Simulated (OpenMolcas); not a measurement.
# [NO2]− (nitrite) at CCSD(T)/ANO-RCC-VDZ (DKH2)

Aim: the vertical singlet–triplet gap of [NO2]− (nitrite) at CCSD(T)/ANO-RCC-VDZ (DKH2), from 2 runs. 

The calculation is run with OpenMolcas 26.06.

2 further runs of the same task are left out: 1 for a known fault of the program, 1 that didn't finish.

## Step 1: The molecule

[NO2]−: 3 atoms, total charge -1, spin state singlet. SMILES: `O=N[O-]`. The coordinates come from a GFN2-xTB relaxation.

Bond lengths: O1–N2 1.272 Å, N2–O3 1.272 Å. Angles: O1–N2–O3 117.3°.

## Step 2: A single-point energy at CCSD(T)/ANO-RCC-VDZ (DKH2)

Input file job.inp:

```
* NO2 CCSD(T)

&GATEWAY
  Coord
  3
  angstrom
  O        0.332300       1.015250       0.295330
  N        0.330220      -0.248730       0.154080
  O       -0.662520      -0.766520      -0.449410
  Basis=ANO-RCC-VDZ
  Group=NoSym

&SEWARD

&SCF
  Charge=-1
  PrOrbitals=1 1

&RASSCF
  FileOrb=$Project.ScfOrb
  Spin=1
  Nactel=0 0 0
  Inactive=12
  Ras2=0
  OutOrbitals=Canonical
  OrbListing=Nothing

&MOTRA
  JobIph
  Frozen=3

&CCSDT
  CCT
  Triples=2
  Iterations=50
  Extrapolation=5 4
```

The run is started by

```console
export MOLCAS_MEM=1860
pymolcas job.inp > job.log
```

Output:

```text
--- Start Module: gateway ---
[...]
--- Stop Module: gateway /rc=_RC_ALL_IS_WELL_ ---
[...]
      Basis functions           27
[...]
       Convergence after  15 Iterations
[...]
::    Total SCF energy                               -204.1848573964
[...]
      Total spin, S                                     0.0000000000
[...]
      Number of active orbitals                  0
[...]
      Spin quantum number                      0.0
[...]
      Active orbitals                            0
[...]
      Number of CSFs                             1
[...]
      Number of root(s) required                 1
[...]
      Convergence after  4 iterations
[...]
      Natural orbitals and occupation numbers for root  1
      ************************************************************************************************************************
      *                                                    Final results                                                     *
      ************************************************************************************************************************
[...]
::    RASSCF root number  1 Total energy:   -204.18485740
[...]
      Total electronic charge=   24.000000
      Total            charge=   -1.000000
[...]
      Dipole Moment (debye):
      Origin of the operator (angstrom)=   -0.0143    0.0108   -0.0067
                   X=  6.8490E-01               Y= -5.1513E-01               Z=  3.1966E-01           Total=  9.1468E-01
      Center of Charge (angstrom)
[...]
--- Start Module: motra ---
[...]
      *** WARNING: Default frozen orbitals is overwritten by user input.
      *** Default values:   3
[...]
--- Stop Module: motra /rc=_RC_ALL_IS_WELL_ ---
--- Start Module: ccsdt ---
[...]
      Convergence after                    15  Iterations
      Total energy (diff) :    -204.55407633      -0.00000001
[...]
 METHOD                       : CCSD+T(CCSD)+<T3(1)WT1> = CCSD(T)
[...]
       CCSD     =      -204.5540763328359
[...]
--- Stop Module: ccsdt /rc=_RC_ALL_IS_WELL_ ---
[...]
```

Run time: 5.1 s. Hardware: 1 thread of Arm Neoverse N1, shared host; peak memory 0.37 GiB.

## Step 3: The triplet

Input file job.inp:

```
&gateway
  coord
  3
  angstrom
  O        0.332300       1.015250       0.295330
  N        0.330220      -0.248730       0.154080
  O       -0.662520      -0.766520      -0.449410
  basis = ANO-RCC-VDZ
  group = NoSym

&seward

&scf
  uhf
  charge = -1
  spin = 3
  prorbitals = 1 1

&rasscf
  fileorb = $Project.UnaOrb
  spin = 3
  nactel = 2 0 0
  inactive = 11
  ras2 = 2
  outorbitals = Canonical
  orblisting = Nothing

&motra
  jobiph
  frozen = 3

&ccsdt
  cct
  triples = 3
  iterations = 50
  extrapolation = 5 4
```

The run is started by

```console
export MOLCAS_MEM=1860
pymolcas job.inp > job.log
```

Output:

```text
--- Start Module: gateway ---
[...]
--- Stop Module: gateway /rc=_RC_ALL_IS_WELL_ ---
[...]
      Basis functions           27
[...]
       Convergence after  19 Iterations
[...]
::    Total SCF energy                               -204.1419434370
[...]
      Total spin, S                                     1.0166707082
[...]
      Number of active orbitals                  2
[...]
      Spin quantum number                      1.0
[...]
      Active orbitals                            2
[...]
      Number of CSFs                             1
[...]
      Number of root(s) required                 1
[...]
      Convergence after 12 iterations
[...]
      printout of CI-coefficients larger than  0.05 for root  1
      energy=    -204.127437
      conf/sym  11     Coeff  Weight
             1  uu   1.00000 1.00000
      Natural orbitals and occupation numbers for root  1
      sym 1:   1.000000   1.000000
      ************************************************************************************************************************
      *                                                    Final results                                                     *
[...]
::    RASSCF root number  1 Total energy:   -204.12743718
[...]
      Total electronic charge=   24.000000
      Total            charge=   -1.000000
[...]
      Dipole Moment (debye):
      Origin of the operator (angstrom)=   -0.0143    0.0108   -0.0067
                   X=  1.0625E+00               Y= -7.9953E-01               Z=  4.9583E-01           Total=  1.4191E+00
      Center of Charge (angstrom)
[...]
--- Start Module: motra ---
[...]
      *** WARNING: Default frozen orbitals is overwritten by user input.
      *** Default values:   3
[...]
--- Stop Module: motra /rc=_RC_ALL_IS_WELL_ ---
--- Start Module: ccsdt ---
[...]
      Convergence after                    15  Iterations
      Total energy (diff) :    -204.47577791       0.00000002
[...]
 METHOD                       : CCSD+T(CCSD)+<T3(1)WT1>+<T3(1)UT2> = CCSD(T)
[...]
       CCSD     =      -204.4757779061377
[...]
--- Stop Module: ccsdt /rc=_RC_ALL_IS_WELL_ ---
[...]
```

It took 6 s on 1 thread of Arm Neoverse N1, shared host; peak memory 0.37 GiB.

## Step 4: What came out

Level: CCSD(T)/ANO-RCC-VDZ (DKH2), 3 core orbitals frozen.

| quantity | value |
| --- | --- |
| singlet: total energy | -204.56982 Eh |
| singlet: HOMO energy (Hartree–Fock orbitals) | -4.50 eV |
| singlet: LUMO energy (Hartree–Fock orbitals) | 9.53 eV |
| singlet: HOMO–LUMO gap (to an unbound level, set by the basis) | 14.03 eV |
| singlet: correlation energy (3 core orbitals frozen) | -385.0 mEh |
| singlet: (T) correction | -15.75 mEh |
| triplet: total energy | -204.48785 Eh |
| triplet: (T) correction | -12.07 mEh |
| vertical energy of the triplet above the singlet | 2.231 eV |

In words: At this shape the triplet lies 2.23 eV (51 kcal/mol) above the singlet. The triples (singlet) make up 4.1 % of the correlation energy.
